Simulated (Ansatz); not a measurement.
CH3NSi, singlet: a single point displaced at random from a GFN2-xTB minimum.

in.yaml

```yaml
crystal:
  periodic: [false, false, false]
  atoms:
    - {symbol: C, position_ang: [-1.277900, -1.394100, -0.827700]}
    - {symbol: Si, position_ang: [-0.283900, -0.199400, -0.104200]}
    - {symbol: N, position_ang: [0.950800, 0.824800, 0.427700]}
    - {symbol: H, position_ang: [-2.331700, -1.294900, -0.640700]}
    - {symbol: H, position_ang: [1.389600, 1.484100, -0.153800]}
    - {symbol: H, position_ang: [1.539300, 0.565100, 1.228900]}
basis:
  gaussian: {orbitals: def2-TZVPP}
correlation: {method: ccsd_t}
output: {forces: true}
```

An equivalent command:

```bash
ansatz run in.yaml --threads 4 --pin off --events-out ev --progress --plain
```

What Ansatz 0.2.0 printed:

```
Functional definition: HF
  name "HF"
  cite "Fock, Z. Phys. 61, 126 (1930) doi:10.1007/BF01340294"
  parent pbe
  exchange = exact_x
  correlation = 0
861 factors; integrals over basis functions are off by at most 1.2e-3 eV
mean field evaluation 1: about -10414.4399 eV, gradient 4.0e1 eV
mean field evaluation 2: about -10414.4434 eV, gradient 4.0e1 eV
mean field evaluation 4: about -10418.5774 eV, gradient 6.5e0 eV
mean field evaluation 8: about -10418.7420 eV, gradient 7.4e-1 eV
mean field evaluation 16: about -10418.7555 eV, gradient 1.9e-6 eV
mean field evaluation 32: about -10413.4796 eV, gradient 1.1e0 eV
mean field -10418.75552446 eV, -382.8822034378 hartree, gradient 2.0e-6 eV, S^2 0.000000; 0 other end points of the search recorded, 0 dependent functions left out; unrestricted orbitals would lower it
7 core orbitals not correlated: weight in the atoms' cores, before any rotation towards them, 1.000 or more for the frozen orbitals, at most 0.000 for the correlated occupied ones
reference -10418.75552446 eV, -382.8822034378 hartree; 8, 8 occupied and 131, 131 virtual orbitals, 861 factors
second order -13.65127708 eV of doubles, -0.00000000 eV of singles
cycle   1  -13.47667635 eV  change    1.7e-1 eV  update   1.3e-1
cycle   2  -13.94539562 eV  change   -4.7e-1 eV  update   4.7e-2
cycle   3  -14.10261075 eV  change   -1.6e-1 eV  update   2.6e-2
cycle   4  -14.09731244 eV  change    5.3e-3 eV  update   8.5e-3
cycle   5  -14.09953297 eV  change   -2.2e-3 eV  update   4.9e-3
cycle   6  -14.10095906 eV  change   -1.4e-3 eV  update   1.9e-3
cycle   7  -14.10085735 eV  change    1.0e-4 eV  update   9.3e-4
cycle   8  -14.10122886 eV  change   -3.7e-4 eV  update   4.1e-4
cycle   9  -14.10118170 eV  change    4.7e-5 eV  update   1.9e-4
cycle  10  -14.10102182 eV  change    1.6e-4 eV  update   7.8e-5
cycle  11  -14.10104879 eV  change   -2.7e-5 eV  update   3.9e-5
cycle  12  -14.10104625 eV  change    2.5e-6 eV  update   1.8e-5
cycle  13  -14.10106725 eV  change   -2.1e-5 eV  update   7.4e-6
cycle  14  -14.10106685 eV  change    4.0e-7 eV  update   2.7e-6
cycle  15  -14.10106601 eV  change    8.4e-7 eV  update   1.2e-6
perturbative correction -0.82370888 eV, -0.0302707432 hartree
the calculation of the forces begins
Total energy: -10433.68029936 eV, -383.4306787989 hartree
Atom 0 at    -1.277900    -1.394100    -0.827700 Å, force     1.727282     0.622784     0.207018 eV/Å
Atom 1 at    -0.283900    -0.199400    -0.104200 Å, force    -1.701914    -0.382807    -0.075662 eV/Å
Atom 2 at     0.950800     0.824800     0.427700 Å, force     0.509721    -1.250138     1.219615 eV/Å
Atom 3 at    -2.331700    -1.294900    -0.640700 Å, force    -0.614972    -0.035569     0.063205 eV/Å
Atom 4 at     1.389600     1.484100    -0.153800 Å, force     0.540554     0.847059    -0.788948 eV/Å
Atom 5 at     1.539300     0.565100     1.228900 Å, force    -0.460671     0.198670    -0.625227 eV/Å
Dipole moment:     0.610493     0.565833     0.322868 e Å
```

The run took 26 s on 4 CPU threads (shared host), with 1.6 GiB of host memory at its peak.
